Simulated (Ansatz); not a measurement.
# BH5S: a short trajectory

Aim: follow the atoms for 40 steps of 0.25 fs with a Nosé-Hoover thermostat, with velocities drawn for 300 K, and see to which side of the barrier the system falls.

Computed with Ansatz 0.2.0, Gaussian basis. Level: PBE0-D4/def2-SVPD.

### 1 The system as given

The start, a first-order saddle point found at PBE0-D4 in triple zeta: 7 atoms, charge 0, spin multiplicity 1.

Atoms are counted from 1 here; the program's logs count them from 0.

Bond lengths: B1–S2 2.047 Å, B1–H3 1.191 Å, B1–H4 1.193 Å, B1–H5 1.400 Å, B1–H6 1.266 Å, S2–H5 1.568 Å, S2–H7 1.343 Å. Angles: S2–B1–H3 109.4°, S2–B1–H4 103.6°, S2–B1–H5 49.9°, S2–B1–H6 101.7°, H3–B1–H4 123.8°, H3–B1–H5 121.7°, H3–B1–H6 109.1°, H4–B1–H5 114.5°, H4–B1–H6 107.0°, H5–B1–H6 51.8°, B1–S2–H5 43.1°, B1–S2–H7 97.5°, H5–S2–H7 90.4°, B1–H5–S2 87.0°.

As a file:

```
B    -0.1781   -0.6083   -0.2193
S     0.9769    1.0816   -0.1955
H    -1.2011   -0.3811   -0.7849
H     0.5850   -1.4646   -0.5478
H     0.2551    0.1724    0.8585
H    -0.4150   -0.7755    1.0132
H    -0.0229    1.9758   -0.1242
```

### 2 Dynamics

md/in.yaml

```yaml
crystal:
  periodic: [false, false, false]
  atoms:
    - {symbol: B, position_ang: [-0.178113, -0.608341, -0.219281]}
    - {symbol: S, position_ang: [0.976897, 1.081584, -0.195475]}
    - {symbol: H, position_ang: [-1.201140, -0.381145, -0.784931]}
    - {symbol: H, position_ang: [0.585002, -1.464624, -0.547785]}
    - {symbol: H, position_ang: [0.255128, 0.172415, 0.858517]}
    - {symbol: H, position_ang: [-0.414968, -0.775549, 1.013176]}
    - {symbol: H, position_ang: [-0.022906, 1.975760, -0.124221]}
basis:
  gaussian: {orbitals: def2-SVPD}
hamiltonian: {xc: pbe0, dispersion: d4}
md: {n_steps: 40, timestep: 0.25, temperature: 300, ensemble: nvt_nose_hoover, seed: 719, initial_velocities: maxwell_boltzmann}
```

On the command line:

```console
ansatz run in.yaml --threads 2 --pin off --events-out ev --progress --plain --max-ram 4352MiB
```

What does the calculation give? Wanted: temperature at the start; mean temperature, second half; lowest and highest potential energy, from the first frame; largest change of potential + kinetic.

**Answer**, as computed:

| quantity | value |
| --- | --- |
| length | 40 steps, 10.0 fs |
| temperature at the start | 300 K |
| mean temperature, second half | 119 K |
| lowest and highest potential energy, from the first frame | 0 and 134 meV |
| largest change of potential + kinetic | 0.6 meV |

What this shows: By the last frame it has not clearly left the saddle region. The thermostat trades energy with the molecule, so the sum of potential and kinetic energy isn't conserved: it changes by +1 meV over the run. The mean temperature of the second half is still well below the 300 K set. With 7 atoms the instant temperature spans 93 to 300 K.
